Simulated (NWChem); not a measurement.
System: CH2 cation, doublet

The following NWChem deck was run.

```
start job
memory heap 200 mb stack 900 mb global 1100 mb
charge 1
geometry units angstroms noautosym nocenter noautoz
  C     -0.093706    -0.017169     0.000000
  H      0.265847     0.048710    -1.035808
  H      0.265847     0.048710     1.035808
end
basis spherical
  C library def2-svp
  H library def2-svp
end
dft
  odft
  mult 2
  xc b3lyp
  iterations 150
end
cosmo
  do_cosmo_smd true
  solvent propanol
end
task dft energy
```

NWChem printed, in part:

```
             Northwest Computational Chemistry Package (NWChem) 7.3.0
             --------------------------------------------------------

                             Geometry "geometry" -> ""
                             -------------------------

 Output coordinates in angstroms (scale by  1.889725989 to convert to a.u.)

  No.       Tag          Charge          X              Y              Z
 ---- ---------------- ---------- -------------- -------------- --------------
    1 C                    6.0000    -0.09370600    -0.01716900     0.00000000
    2 H                    1.0000     0.26584700     0.04871000    -1.03580800
    3 H                    1.0000     0.26584700     0.04871000     1.03580800

 Effective nuclear repulsion energy (a.u.)       6.0366119838

                                 NWChem DFT Module
                                 -----------------

 Summary of "ao basis" -> "ao basis" (spherical)
 ------------------------------------------------------------------------------
       Tag                 Description            Shells   Functions and Types
 ---------------- ------------------------------  ------  ---------------------
 C                          def2-svp                 6       14   3s2p1d
 H                          def2-svp                 3        5   2s1p

 in cosmo_initialize ...
 calling solv_data for solv:propanol

 solvent parameters
 solvname_short: propanol
 solvname_long:  1-propanol
 dielec:       20.5240
 dielecinf:     1.9182
 nonaqueous SMD model solvent descriptors
 dielec:       20.5240
 sola:          0.3700
 solb:          0.4800
 solc:          0.0000
 solg:         33.5700
 solh:          0.0000
 soln:          1.3850

          ---------------
          -cosmo- solvent
          ---------------
 Cosmo: York-Karplus, doi: 10.1021/jp992097l
 dielectric constant -eps-     =  20.52
 screen = (eps-1)/(eps    )    =   0.95128
 surface charge correction     = lagrangian

   van der Waals surface
 --------------------------

 ---------- ATOMIC COORDINATES (A.U.) ------------ VDWR(ANG.) --
     1   -0.17707866   -0.03244471    0.00000000     1.850
     2    0.50237798    0.09204855   -1.95739330     1.200
     3    0.50237798    0.09204855    1.95739330     1.200
 number of segments per atom =        128
 number of   points per atom =        128
 atom (   nspa,  nppa )
 ----------------------
    1 (    106,     0 )       0
    2 (     53,     0 )       0
    3 (     53,     0 )       0
 number of -cosmo- surface points =      212
 molecular surface =     46.193 angstrom**2
 molecular volume  =     29.267 angstrom**3
 -lineq- algorithm             =   0
 -bem- low  level              =   3
 -bem- from -octahedral-
 gaussian surface charge width =   4.50000
 degree of switching           =   1.00000
 switching function tolerance  =   0.00010
 atomic radii =
 --------------
    1  6.000  1.850
    2  1.000  1.200
    3  1.000  1.200
 ...... end of -cosmo- initialization ......

 nat:                     3
 ixmem:                   608
 calling mnsol_interface()
 G(SMD-CDS) energy (kcal/mol)  =     4.039
 SMD-CDS SASA (angstrom**2)    =    62.997

            General Information
            -------------------
          SCF calculation type: DFT
          Wavefunction type:  spin polarized.
          No. of atoms     :     3
          No. of electrons :     7
           Alpha electrons :     4
            Beta electrons :     3
          Charge           :     1
          Spin multiplicity:     2
          Use of symmetry is: off; symmetry adaption is: off
          Maximum number of iterations: 150
          AO basis - number of functions:    24
                     number of shells:    12
          Convergence on energy requested:  1.00D-06
          Convergence on density requested:  1.00D-05
          Convergence on gradient requested:  5.00D-04

              XC Information
              --------------
                         B3LYP Method XC Potential
                     Hartree-Fock (Exact) Exchange  0.200
                        Slater Exchange Functional  0.800 local
                    Becke 1988 Exchange Functional  0.720 non-local
              Lee-Yang-Parr Correlation Functional  0.810
                  VWN I RPA Correlation Functional  0.190 local

             Grid Information
             ----------------
          Grid used for XC integration:  medium
          Radial quadrature: Mura-Knowles
          Angular quadrature: Lebedev.
          Tag              B.-S. Rad. Rad. Pts. Rad. Cut. Ang. Pts.
          ---              ---------- --------- --------- ---------
          C                   0.70       49           6.0       434
          H                   0.35       45           7.0       434
          Grid pruning is: on
          Number of quadrature shells:   139
          Spatial weights used:  Erf1

      Superposition of Atomic Density Guess
      -------------------------------------

 Sum of atomic energies:         -38.62336855

 Renormalizing density from       8.00 to      7

      Non-variational initial energy
      ------------------------------

 Total energy =     -35.078783
 1-e energy   =     -55.077077
 2-e energy   =      13.961682
 HOMO         =      -0.682400
 LUMO         =      -0.652073

   convergence    iter        energy       DeltaE   RMS-Dens  Diis-err
 ---------------- ----- ----------------- --------- --------- ---------
     COSMO gas phase
 d= 0,ls=0.0,diis     1    -38.7208256930 -4.48D+01  9.38D-03  4.55D-02
                                                     1.05D-02  5.09D-02
 d= 0,ls=0.0,diis     2    -38.7357444778 -1.49D-02  3.88D-03  8.74D-03
                                                     2.69D-03  4.95D-03
 d= 0,ls=0.0,diis     3    -38.7397400478 -4.00D-03  6.19D-04  3.00D-04
                                                     7.62D-04  4.10D-04
 d= 0,ls=0.0,diis     4    -38.7399756423 -2.36D-04  9.27D-05  3.35D-06
                                                     7.89D-05  1.86D-06
 d= 0,ls=0.0,diis     5    -38.7399791770 -3.53D-06  2.43D-05  2.75D-07
                                                     1.63D-05  8.31D-08
 d= 0,ls=0.0,diis     6    -38.7399793515 -1.75D-07  3.33D-06  5.88D-09
                                                     3.31D-06  5.64D-09

[...]

                                COSMO-SMD solvation results
                                ---------------------------

             internal energy in gas <Psi(g)|H|Psi(g)> =       -38.739979351541
         internal energy in solvent <Psi(s)|H|Psi(s)> =       -38.739825072402
                               delta internal energy  =         0.000154279139 (    0.10 kcal/mol)
   total free energy in solvent <Psi(s)|H+V/2|Psi(s)> =       -38.874401550573
 polarization energy contribution <Psi(s)|V/2|Psi(s)> =        -0.134576478172 (  -84.45 kcal/mol)
    total free energy in solvent including G(SMD-CDS) =       -38.867964519321
                       G(SMD-CDS) energy contribution =         0.006437031253 (    4.04 kcal/mol)
     1 M fixed-concentration free energy of solvation =        -0.127985167780 (  -80.31 kcal/mol)

                    DFT Final Alpha Molecular Orbital Analysis
                    ------------------------------------------

 Vector    2  Occ=1.000000D+00  E=-7.863240D-01
              MO Center=  4.5D-02,  8.3D-03,  5.5D-09, r^2= 8.5D-01
   Bfn.  Coefficient  Atom+Function         Bfn.  Coefficient  Atom+Function
  ----- ------------  ---------------      ----- ------------  ---------------
     2      0.632488  1 C  s                  1     -0.283296  1 C  s
     3      0.210372  1 C  s                 15      0.207717  2 H  s
    20      0.207717  3 H  s                  4      0.048315  1 C  px

 Vector    3  Occ=1.000000D+00  E=-5.796725D-01
              MO Center=  6.7D-02,  1.2D-02, -6.2D-09, r^2= 1.0D+00
   Bfn.  Coefficient  Atom+Function         Bfn.  Coefficient  Atom+Function
  ----- ------------  ---------------      ----- ------------  ---------------
     6      0.524358  1 C  pz                15     -0.318927  2 H  s
    20      0.318927  3 H  s                  9      0.136810  1 C  pz
    16     -0.052170  2 H  s                 21      0.052170  3 H  s

 Vector    4  Occ=1.000000D+00  E=-4.084640D-01
              MO Center= -2.4D-01, -4.4D-02, -2.1D-11, r^2= 8.9D-01
   Bfn.  Coefficient  Atom+Function         Bfn.  Coefficient  Atom+Function
  ----- ------------  ---------------      ----- ------------  ---------------
     4      0.680678  1 C  px                 7      0.336441  1 C  px
     2     -0.186299  1 C  s                  3     -0.141824  1 C  s
     5      0.124397  1 C  py                15      0.118863  2 H  s
    20      0.118863  3 H  s                  1      0.068784  1 C  s
     8      0.061435  1 C  py                16      0.030544  2 H  s

 Vector    5  Occ=0.000000D+00  E=-2.550252D-01
              MO Center= -8.8D-02, -1.6D-02, -7.9D-11, r^2= 1.0D+00
   Bfn.  Coefficient  Atom+Function         Bfn.  Coefficient  Atom+Function
  ----- ------------  ---------------      ----- ------------  ---------------
     5      0.664249  1 C  py                 8      0.438603  1 C  py
     4     -0.121411  1 C  px                 7     -0.080264  1 C  px

 Vector    6  Occ=0.000000D+00  E= 3.193667D-02
              MO Center=  3.1D-01,  5.7D-02, -2.6D-09, r^2= 3.4D+00
   Bfn.  Coefficient  Atom+Function         Bfn.  Coefficient  Atom+Function
  ----- ------------  ---------------      ----- ------------  ---------------
     3      1.588457  1 C  s                 16     -1.193425  2 H  s
    21     -1.193425  3 H  s                  2      0.427463  1 C  s
     7      0.392486  1 C  px                15     -0.266998  2 H  s
    20     -0.266998  3 H  s                  4      0.187319  1 C  px
     1     -0.158596  1 C  s                  8      0.071694  1 C  py

 Vector    7  Occ=0.000000D+00  E= 1.036866D-01
              MO Center=  4.6D-01,  8.4D-02,  4.2D-09, r^2= 4.0D+00
   Bfn.  Coefficient  Atom+Function         Bfn.  Coefficient  Atom+Function
  ----- ------------  ---------------      ----- ------------  ---------------
    16      1.585820  2 H  s                 21     -1.585820  3 H  s
     9      1.139562  1 C  pz                 6      0.455548  1 C  pz
    15      0.117445  2 H  s                 20     -0.117445  3 H  s

                     DFT Final Beta Molecular Orbital Analysis
                     -----------------------------------------

 Vector    1  Occ=1.000000D+00  E=-1.043151D+01
              MO Center= -9.4D-02, -1.7D-02,  8.4D-12, r^2= 2.8D-02
   Bfn.  Coefficient  Atom+Function         Bfn.  Coefficient  Atom+Function
  ----- ------------  ---------------      ----- ------------  ---------------
     1      0.989193  1 C  s                  2      0.042789  1 C  s

 Vector    2  Occ=1.000000D+00  E=-7.427712D-01
              MO Center=  9.5D-02,  1.8D-02,  6.5D-09, r^2= 8.8D-01
   Bfn.  Coefficient  Atom+Function         Bfn.  Coefficient  Atom+Function
  ----- ------------  ---------------      ----- ------------  ---------------
     2      0.585913  1 C  s                  1     -0.269622  1 C  s
    15      0.229441  2 H  s                 20      0.229441  3 H  s
     3      0.204579  1 C  s                  4      0.094287  1 C  px

 Vector    3  Occ=1.000000D+00  E=-5.665024D-01
              MO Center=  7.4D-02,  1.4D-02, -7.3D-09, r^2= 1.1D+00
   Bfn.  Coefficient  Atom+Function         Bfn.  Coefficient  Atom+Function
  ----- ------------  ---------------      ----- ------------  ---------------
     6      0.509295  1 C  pz                15     -0.327650  2 H  s
    20      0.327650  3 H  s                  9      0.128294  1 C  pz
    16     -0.062706  2 H  s                 21      0.062706  3 H  s

 Vector    4  Occ=0.000000D+00  E=-2.302406D-01
              MO Center= -7.8D-02, -1.4D-02, -6.3D-11, r^2= 1.0D+00
   Bfn.  Coefficient  Atom+Function         Bfn.  Coefficient  Atom+Function
  ----- ------------  ---------------      ----- ------------  ---------------
     5      0.647859  1 C  py                 8      0.455142  1 C  py
     4     -0.118990  1 C  px                 7     -0.083691  1 C  px
    18      0.025110  2 H  py                23      0.025110  3 H  py

 Vector    5  Occ=0.000000D+00  E=-2.053766D-01
              MO Center= -3.0D-01, -5.6D-02,  6.8D-11, r^2= 1.1D+00
   Bfn.  Coefficient  Atom+Function         Bfn.  Coefficient  Atom+Function
  ----- ------------  ---------------      ----- ------------  ---------------
     4      0.573382  1 C  px                 7      0.427821  1 C  px
     3     -0.265960  1 C  s                  2     -0.181548  1 C  s
    15      0.117133  2 H  s                 20      0.117133  3 H  s
     5      0.105417  1 C  py                 1      0.081116  1 C  s
     8      0.078555  1 C  py                16      0.064364  2 H  s

 Vector    6  Occ=0.000000D+00  E= 4.254793D-02
              MO Center=  3.0D-01,  5.6D-02, -2.5D-09, r^2= 3.4D+00
   Bfn.  Coefficient  Atom+Function         Bfn.  Coefficient  Atom+Function
  ----- ------------  ---------------      ----- ------------  ---------------
     3      1.650694  1 C  s                 16     -1.230678  2 H  s
    21     -1.230678  3 H  s                  7      0.422867  1 C  px
     2      0.412930  1 C  s                 15     -0.243509  2 H  s
    20     -0.243509  3 H  s                  4      0.186458  1 C  px
     1     -0.159114  1 C  s                  8      0.077260  1 C  py

   alpha - beta orbital overlaps
   -----------------------------

   alpha      1      2      3      4      5      6      7      8      9     10
    beta      1      2      3      5      4      6      7      8     10      9
 overlap   1.000  0.997  1.000  0.991  1.000  0.999  0.999  0.993  0.985  1.000

   alpha     11     12     13     14     15     16     17     18     19     20
    beta     11     12     13     14     15     16     17     18     19     20
 overlap   0.998  0.998  0.998  1.000  0.999  0.995  0.993  0.995  0.993  0.996

   alpha     21     22     23     24
    beta     21     22     23     24
 overlap   0.999  1.000  0.999  1.000

     --------------------------
     Expectation value of S2:
     --------------------------
      <S2> =      0.7518 (Exact =     0.7500)

     Multipole analysis of the density
     ---------------------------------

     L   x y z        total         alpha         beta         nuclear
     -   - - -        -----         -----         ----         -------
     0   0 0 0      1.000000     -4.000000     -3.000000      8.000000

     1   1 0 0      0.226314      0.425868     -0.141839     -0.057716
     1   0 1 0      0.040479      0.077443     -0.026393     -0.010571
     1   0 0 1      0.000000      0.000000      0.000000      0.000000

     2   2 0 0     -4.137192     -3.393474     -1.436627      0.692908
     2   1 1 0     -0.163976     -0.267608     -0.023327      0.126958
     2   1 0 1      0.000000      0.000000      0.000000      0.000000
     2   0 2 0     -3.269065     -1.978477     -1.313850      0.023262
     2   0 1 1      0.000000      0.000000      0.000000      0.000000
     2   0 0 2     -1.713674     -4.971420     -4.405031      7.662777
```

Level: B3LYP/def2-SVP, spin-unrestricted, SMD on the gas-phase geometry. Structure relaxed at the PBE0-D3(BJ)/def2-TZVP, spin-unrestricted level. No stability test was run on the SCF state. Solvent: 1-propanol.
